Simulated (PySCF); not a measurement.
Bond stretch in NH, triplet.

Levels: ROKS-BHandHLYP = PySCF with restricted open-shell BHandHLYP/6-31G; UKS-BHandHLYP = unrestricted BHandHLYP/6-31G in PySCF; ROKS-PBE = restricted open-shell PBE/6-31G run with PySCF.

Magnitude of the dipole moment (D; its direction can reverse along the curve, and a method can change to another solution) and Mulliken charge of the fragment that holds N1:

```tsv
R / Å	μ ROKS-BHandHLYP	q ROKS-BHandHLYP	μ UKS-BHandHLYP	q UKS-BHandHLYP	μ ROKS-PBE	q ROKS-PBE
0.84	2.01	-0.26	2.02	-0.25	1.95	-0.26
0.89	1.97	-0.27	1.98	-0.26	1.90	-0.26
0.93	1.94	-0.27	1.95	-0.26	1.86	-0.26
0.97	1.90	-0.27	1.91	-0.27	1.81	-0.26
1.00	1.87	-0.27	1.88	-0.26	1.77	-0.26
1.04	1.82	-0.26	1.83	-0.26	1.72	-0.25
1.07	1.79	-0.26	1.79	-0.26	1.68	-0.25
1.10	1.75	-0.25	1.75	-0.25	1.64	-0.24
1.16	1.67	-0.24	1.67	-0.24	1.55	-0.23
1.21	1.60	-0.23	1.60	-0.23	1.48	-0.21
1.30	1.46	-0.20	1.46	-0.20	1.34	-0.19
1.41	1.30	-0.17	1.27	-0.16	1.19	-0.16
1.57	1.08	-0.12	0.94	-0.11	0.98	-0.11
1.70	0.92	-0.09	0.67	-0.07	0.84	-0.09
1.87	0.74	-0.06	0.41	-0.04	0.69	-0.06
2.07	0.57	-0.04	0.23	-0.02	0.55	-0.04
2.30	0.42	-0.02	0.13	-0.01	0.43	-0.02
2.52	0.31	-0.01	0.08	0.00	0.35	-0.02
2.82	0.20	0.00	0.04	0.00	0.27	-0.01
3.13	0.14	0.00	0.02	0.00	0.22	-0.01
3.68	0.11	0.00	0.00	0.00	0.20	-0.01
4.20	0.12	0.00	0.00	0.00	0.21	-0.01
```

The unrestricted determinant behind UKS-BHandHLYP is spin-contaminated at 1.57 to 4.20 Å (<S²> up to 3.0, against 2.00 for a pure triplet).
